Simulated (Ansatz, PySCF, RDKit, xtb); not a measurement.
**CH5MgN: from the formula to a structure**

Only the formula CH5MgN is given. Aim: find the structure of lowest free energy at 298.15 K, then its properties.

The funnel: GFN2-xTB relaxations, single points with a density functional, relaxations at PBE0-D3(BJ)/def2-SVP, harmonic vibrations, and a last energy at a higher level. All values are calculated.

8 further runs of the same task are left out: 8 set aside as unsound or not needed.

## (1) Candidates

All bonding patterns within simple valence rules are listed by program: one Lewis structure each, at most two rings and one unusual centre or charged pair. O–O, O–halogen and N–halogen bonds and N–N–N chains are not drawn. That gives 7 candidates.

| label | SMILES | spin |
| --- | --- | --- |
| c135 | [NH3+][CH-][MgH] | singlet |
| c525 | [CH2]1[NH2+][MgH-]1 | singlet |
| c581 | [CH2-][NH2+][MgH] | singlet |
| c673 | [CH3][Mg][NH2] | singlet |
| c706 | C=[NH+][MgH2-] | singlet |
| c724 | C[NH][MgH] | singlet |
| c761 | N[CH2][MgH] | singlet |

Candidates are built by distance geometry, with a force field where one applies, in up to four conformers (letters a to d). 6 starts with atoms placed at random are added, to find patterns that the rules miss.

Q: Predict the outcome of this search (final energies at CCSD(T)/def2-TZVPP).

| quantity | value |
| --- | --- |
| lowest structure found | [CH3][Mg][NH2], singlet, C1 |
| next finalist | C[NH][MgH], singlet, 19.3 kcal/mol higher in G |
| share at equilibrium, among the finalists | 100.0 % |
| harmonic wavenumbers, lowest and highest (PBE0-D3(BJ)/def2-SVP) | 4i and 3668 cm⁻¹ |
| rotational constants, same geometry | 3.743, 0.1238, 0.1226 cm⁻¹ |
| dipole moment (PBE0/def2-TZVPD) | 0.19 D |
| HOMO energy (PBE0/def2-TZVPD) | -6.18 eV |
| LUMO energy (PBE0/def2-TZVPD) | -0.73 eV |
| HOMO–LUMO gap (PBE0/def2-TZVPD) | 5.46 eV |
| lowest excitation (TD-PBE0/def2-SVPD) | 4.31 eV (f = 0.061) |
| strongest of the states computed, same level | 5.78 eV (f = 0.250) |
| lowest triplet excitation, same level, Tamm-Dancoff | 3.97 eV |
| vertical ionisation energy | 8.50 eV |
| vertical electron affinity | -0.39 eV (unbound: the value depends on the basis) |
| vertical triplet less singlet | +4.00 eV |

The search ends on `[CH3][Mg][NH2]`. The margin of 19.3 kcal/mol over the next finalist is beyond the usual error of the last level; it says nothing of structures that weren't ranked. HF/STO-3G, r2SCAN-D4/def2-SVP, PBE0-D3(BJ)/def2-SVP, HF/def2-TZVPP and MP2/def2-TZVPP already put its bonding pattern lowest among the structures in one piece; GFN2-xTB favours the singlet C[NH][MgH]. Lowest found is not proven lowest: the search is finite, and each finalist counts with one conformer. Patterns outside the rules of the enumeration were met only by chance. Bonds to the alkali or alkaline-earth atom are largely ionic, and its place along soft bends is ill-defined. The lowest isomer need not be the one that is made and kept in a bottle, which depends on barriers.
